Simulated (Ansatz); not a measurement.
Input file:

```yaml
crystal:
  periodic: [false, false, false]
  atoms:
    - {symbol: Ge, position_ang: [-0.013325, -0.013368, -0.013351]}
    - {symbol: H, position_ang: [1.884599, 1.890725, 1.888270]}
    - {symbol: H, position_ang: [-0.901211, -0.897389, 0.872310]}
    - {symbol: H, position_ang: [-0.897150, 0.871145, -0.902575]}
    - {symbol: H, position_ang: [0.874062, -0.901059, -0.895835]}
basis:
  gaussian: {orbitals: 6-31G}
magnetization: {spin_polarized: false}
correlation: {method: ccsd_t, electrons: outside_noble_gas}
```

```sh
$ ansatz run in.yaml --threads 1 --pin off --events-out ev --progress --plain --max-ram 4096MiB --backend cpu
```

Log:

```
381 factors; integrals over basis functions are off by at most 4.7e-4 eV
mean field evaluation 1: about -56520.9506 eV, gradient 1.1e1 eV
mean field evaluation 2: about -56520.9502 eV, gradient 1.1e1 eV
mean field evaluation 4: about -56521.6243 eV, gradient 1.7e0 eV
mean field evaluation 8: about -56521.6334 eV, gradient 5.5e-5 eV
mean field evaluation 16: about -56521.6344 eV, gradient 7.2e-2 eV
mean field evaluation 32: about -56517.9035 eV, gradient 5.3e-3 eV
mean field -56521.63342387 eV, -2077.1317165882 hartree, gradient 1.5e-6 eV, S^2 0.000000; 1 other end points of the search recorded, 0 dependent functions left out; unrestricted orbitals would lower it
unrestricted determinant -56523.79063325 eV, -2077.2109925704 hartree, S^2 0.9487
14 core orbitals not correlated: weight in the atoms' cores, before any rotation towards them, 0.999 or more for the frozen orbitals, at most 0.001 for the correlated occupied ones
reference -56521.63342387 eV, -2077.1317165882 hartree; 4, 4 occupied and 19, 19 virtual orbitals, 381 factors
second order -2.46209267 eV of doubles, -0.00000000 eV of singles
cycle   1  -2.87132757 eV  change   -8.4e-1 eV  update   1.4e-1
cycle   2  -3.31281519 eV  change   -4.4e-1 eV  update   9.9e-2
cycle   3  -3.57791950 eV  change   -2.7e-1 eV  update   7.2e-2
cycle   4  -3.74744146 eV  change   -1.7e-1 eV  update   5.2e-2
cycle   5  -4.12338462 eV  change   -3.8e-1 eV  update   3.7e-2
cycle   6  -4.06300191 eV  change    6.0e-2 eV  update   4.6e-3
cycle   7  -4.07638118 eV  change   -1.3e-2 eV  update   4.2e-3
cycle   8  -4.09281367 eV  change   -1.6e-2 eV  update   2.1e-3
cycle   9  -4.09114533 eV  change    1.7e-3 eV  update   4.0e-4
cycle  10  -4.09040514 eV  change    7.4e-4 eV  update   1.3e-4
cycle  11  -4.09035189 eV  change    5.3e-5 eV  update   1.3e-5
cycle  12  -4.09038167 eV  change   -3.0e-5 eV  update   7.3e-6
cycle  13  -4.09039283 eV  change   -1.1e-5 eV  update   1.9e-6
cycle  14  -4.09039130 eV  change    1.5e-6 eV  update   4.4e-7
cycle  15  -4.09039117 eV  change    1.3e-7 eV  update   1.7e-7
perturbative correction -0.15397943 eV, -0.0056586395 hartree
WARN: these amplitudes may be one of several solutions (largest doubles amplitude 0.58, level shift 3.08 eV)
Total energy: -56525.87779446 eV, -2077.2876943305 hartree
```

For the same geometry and basis full CI lies 4.7 meV lower. By full CI's occupations no single determinant describes the state well.

Ran on 1 thread of AMD EPYC 7R13, shared host: 0.82 s wall, 0.11 GiB peak host memory.
